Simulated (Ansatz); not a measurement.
**C₆H₁₂: vertical ionisation energy**

Aim: the vertical ionisation energy of C₆H₁₂, as cation minus neutral at the neutral's geometry, on several levels, and how well −ε(HOMO) stands in for it.

Program: Ansatz 0.2.0, Gaussian basis. Level of theory: unrestricted cation, the program's frozen cores in correlated methods. These are calculated values, not measurements.

Levels to be run: UKS PBE-D4/def2-TZVPP; UKS r2SCAN-D4/def2-TZVPP; UKS PBE0-D4/def2-TZVPP; UKS B3LYP-D4/def2-TZVPP; UKS wB97X-V/def2-TZVPP; UKS wB97M-V/def2-TZVPP; UKS B2PLYP/def2-TZVPP; UHF-CCSD(T)/def2-TZVPP; UHF-MP2/def2-QZVPP; extrapolation to the limit; then −ε(HOMO) from the neutral's earlier runs with LDA (SPW92), PBE-D4, revPBE-D4, BLYP-D4, r2SCAN-D4, B97M-V, PBE0-D4, B3LYP-D4, r2SCANh-D4, r2SCAN0-D4, HSE06-D4, BHLYP-D4, CAM-B3LYP-D4, LC-ωPBE, ωB97X-V, ωB97M-V.

## (1) The relaxed structure

The geometry comes from an earlier relaxation with PBE0-D4 in a triple-zeta def2 set; it is a stationary point, not always the lowest conformer.

SMILES `C/C=C(/C)CC`, 18 atoms, charge 0, spin multiplicity 1.

Atoms are counted from 1 here; the program's logs count them from 0.

Bond lengths: C1–C2 1.491 Å, C1–H7 1.095 Å, C1–H8 1.090 Å, C1–H9 1.095 Å, C2–C3 1.333 Å, C2–H10 1.089 Å, C3–C4 1.498 Å, C3–C5 1.503 Å, C4–H11 1.095 Å, C4–H12 1.091 Å, C4–H13 1.096 Å, C5–C6 1.526 Å, C5–H14 1.096 Å, C5–H15 1.092 Å, C6–H16 1.093 Å, C6–H17 1.092 Å, C6–H18 1.093 Å. Angles: C2–C1–H7 111.0°, C2–C1–H8 113.0°, C2–C1–H9 110.7°, H7–C1–H8 107.9°, H7–C1–H9 106.4°, H8–C1–H9 107.5°, C1–C2–C3 127.7°, C1–C2–H10 115.1°, C3–C2–H10 117.2°, C2–C3–C4 120.8°, C2–C3–C5 123.9°, C4–C3–C5 115.2°, C3–C4–H11 111.3°, C3–C4–H12 111.7°, C3–C4–H13 110.8°, H11–C4–H12 108.0°, H11–C4–H13 106.5°, H12–C4–H13 108.3° and more.

## (2) Cation, UKS PBE-D4/def2-TZVPP

in.yaml reads:

```yaml
crystal:
  periodic: [false, false, false]
  atoms:
    - {symbol: C, position_ang: [1.212774, 1.770535, 0.874822]}
    - {symbol: C, position_ang: [1.350724, 0.451142, 0.194419]}
    - {symbol: C, position_ang: [0.398421, -0.256068, -0.414702]}
    - {symbol: C, position_ang: [0.706918, -1.582362, -1.038117]}
    - {symbol: C, position_ang: [-1.037130, 0.179132, -0.512083]}
    - {symbol: C, position_ang: [-1.919695, -0.459333, 0.557172]}
    - {symbol: H, position_ang: [1.886330, 2.512125, 0.432638]}
    - {symbol: H, position_ang: [0.199014, 2.168992, 0.829727]}
    - {symbol: H, position_ang: [1.489494, 1.692109, 1.931515]}
    - {symbol: H, position_ang: [2.352510, 0.024625, 0.212518]}
    - {symbol: H, position_ang: [0.073457, -2.374280, -0.624609]}
    - {symbol: H, position_ang: [1.748324, -1.868681, -0.883679]}
    - {symbol: H, position_ang: [0.513051, -1.560081, -2.116230]}
    - {symbol: H, position_ang: [-1.420427, -0.093086, -1.502151]}
    - {symbol: H, position_ang: [-1.116761, 1.266084, -0.443302]}
    - {symbol: H, position_ang: [-2.964190, -0.162591, 0.434785]}
    - {symbol: H, position_ang: [-1.595210, -0.158116, 1.555823]}
    - {symbol: H, position_ang: [-1.877612, -1.550153, 0.511447]}
basis:
  gaussian: {orbitals: def2-TZVPP}
total_charge: 1
magnetization: {spin_polarized: true, initial_magnetization: 1}
hamiltonian: {xc: pbe, dispersion: d4}
```

Run with:

```
$ ansatz run in.yaml --threads 2 --pin off --events-out ev --progress --plain --max-ram 22528MiB --backend cuda --devices 0, --max-vram 18GiB
```

After this run come: Cation, UKS r2SCAN-D4/def2-TZVPP; Cation, UKS PBE0-D4/def2-TZVPP; Cation, UKS B3LYP-D4/def2-TZVPP; Cation, UKS wB97X-V/def2-TZVPP; Cation, UKS wB97M-V/def2-TZVPP; Cation, UKS B2PLYP (frozen core)/def2-TZVPP; Cation, UHF-CCSD(T)/def2-TZVPP; Cation, UHF-MP2/def2-QZVPP.

Before running them: what should the planned runs give, taken together? Wanted: ionisation energy, CCSD(T)/CBS; nearest functional by difference; nearest −ε(HOMO); −ε(HOMO) of PBE; T1 of the cation.

As calculated:

```
                        quantity               value
  ionisation energy, CCSD(T)/CBS             8.97 eV
nearest functional by difference   B2PLYP (-0.30 eV)
                nearest −ε(HOMO)  ωB97X-V (-0.08 eV)
                 −ε(HOMO) of PBE             5.50 eV
                T1 of the cation               0.016
```

In words: By cation minus neutral, the functionals miss by 0.54 eV at most. −ε(HOMO) of PBE misses by 3.5 eV, since self-interaction lifts the level. Among orbital estimates ωB97X-V comes nearest. Hartree-Fock falls 1.59 eV short, as the neutral has more correlation energy than the cation. The cation may have settled in a state other than its lowest; no search over hole states beyond the program's own was made.
